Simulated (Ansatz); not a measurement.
C3H6O2 can be A, `COC(C)=O`, or B, `CO/C=C/O`.

Isolated molecules relaxed with PBE0-D4/def2-TZVP in Ansatz; ΔE leaves out vibrations. CCSD(T)/CBS is the MP2 limit (def2-TZVPP, def2-QZVPP) plus CCSD(T) − MP2 in def2-TZVPP, frozen cores. DFT in def2-TZVPP. B3LYP here is the variant with VWN-RPA as its local correlation; programs differ in this. One conformer a species, not always the lowest.

A:

Z-matrix (Å, degrees):
```
C
O 1 1.423
H 1 1.088 2 105.9
H 1 1.091 2 110.7 3 119.7
H 1 1.091 2 110.7 3 -119.7
C 2 1.341 1 115.2 3 180.0
O 6 1.201 2 123.3 1 -0.0
C 6 1.498 2 111.1 1 180.0
H 8 1.087 6 109.5 2 179.6
H 8 1.092 6 109.9 2 -59.4
H 8 1.092 6 109.9 2 58.5
```

B:

Z-matrix (Å, degrees):
```
C
O 1 1.404
H 1 1.097 2 111.2
H 1 1.089 2 106.8 3 -119.3
H 1 1.097 2 111.1 3 121.4
C 2 1.350 1 116.2 3 -60.6
C 6 1.331 2 127.4 1 -2.0
H 6 1.084 2 112.1 1 179.4
O 7 1.373 6 119.4 2 -174.5
H 7 1.085 6 123.6 2 0.9
H 9 0.960 7 108.9 6 -142.3
```

(1) Which is lower in electronic energy at CCSD(T)/CBS, and by how much? (Best estimate.)

(2) Give E(B) − E(A) in kcal/mol with MP2/def2-TZVPP, ωB97M-V, B3LYP-D4, PBE-D4, CCSD/def2-TZVPP, B3LYP, HF/def2-TZVPP. (An estimate is asked.)

Largest T1 diagnostic: 0.014.

Answers

(1) The calculation gave: A, by 38.4 kcal/mol.

(2) Computed: MP2/def2-TZVPP 40.6, ωB97M-V 39.4, B3LYP-D4 38.7, PBE-D4 38.4, CCSD/def2-TZVPP 39.4, B3LYP 38.8, HF/def2-TZVPP 42.8. None reverses the order clearly.

In def2-TZVPP, CCSD(T) changes the Hartree–Fock value by −3.5 kcal/mol (the triples alone add −0.1 kcal/mol) and MP2 by −2.3 kcal/mol.
